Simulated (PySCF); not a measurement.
## SMILES c1cc[pH]c1, C4H5P

Molfile (atoms numbered from 1):
```
C4H5P
     RDKit          3D

 10 10  0  0  0  0  0  0  0  0999 V2000
   -0.3597   -1.0373    0.2928 C   0  0  0  0  0  0  0  0  0  0  0  0
    0.9990   -0.5990    0.0198 C   0  0  0  0  0  0  0  0  0  0  0  0
    1.0979    0.7014   -0.3570 C   0  0  0  0  0  0  0  0  0  0  0  0
   -0.5484    1.3963   -0.6010 P   0  0  0  0  0  0  0  0  0  0  0  0
   -1.3005   -0.0728    0.1259 C   0  0  0  0  0  0  0  0  0  0  0  0
   -0.5894   -2.0609    0.6014 H   0  0  0  0  0  0  0  0  0  0  0  0
    1.8567   -1.2710    0.1108 H   0  0  0  0  0  0  0  0  0  0  0  0
    2.0281    1.2091   -0.6166 H   0  0  0  0  0  0  0  0  0  0  0  0
   -0.6332    2.3300    0.4746 H   0  0  0  0  0  0  0  0  0  0  0  0
   -2.3731   -0.2130    0.2678 H   0  0  0  0  0  0  0  0  0  0  0  0
  1  2  1  0
  2  3  2  0
  3  4  1  0
  4  5  1  0
  5  1  2  0
  1  6  1  0
  2  7  1  0
  3  8  1  0
  4  9  1  0
  5 10  1  0
M  END
```

Theory: GIAO B97-2/aug-pcSseg-1 magnetisability, rotational g tensor and spin-rotation constants, non-relativistic, gas phase (PySCF). Geometry: PBE0-D3(BJ)/def2-SVP.

**Question.** Give the nuclear spin-rotation constants along the inertial axes (H = +C I·J) beside the isotropic shieldings.

**Answer.** Rotational constants 7.3615, 5.0617, 3.0664 GHz. A star marks the isotopologue with that one atom substituted, in its own axes.
```tsv
atom	isotope	Caa (kHz)	Cbb (kHz)	Ccc (kHz)	mean (kHz)	σ (ppm)
P4	31P	11.007	6.520	4.741	7.423	376.6
H6	1H	0.297	-0.130	-0.307	-0.046	24.1
H7	1H	0.299	-0.131	-0.307	-0.046	24.0
H8	1H	-0.676	0.547	-0.338	-0.156	24.4
H9	1H	-0.393	-0.493	0.064	-0.274	25.9
H10	1H	-0.675	0.546	-0.338	-0.156	24.4
C1	13C*	2.870	2.320	0.485	1.892	39.8
C3	13C*	2.517	2.507	0.439	1.821	46.3
```
For the geometry as given, no vibrational averaging.
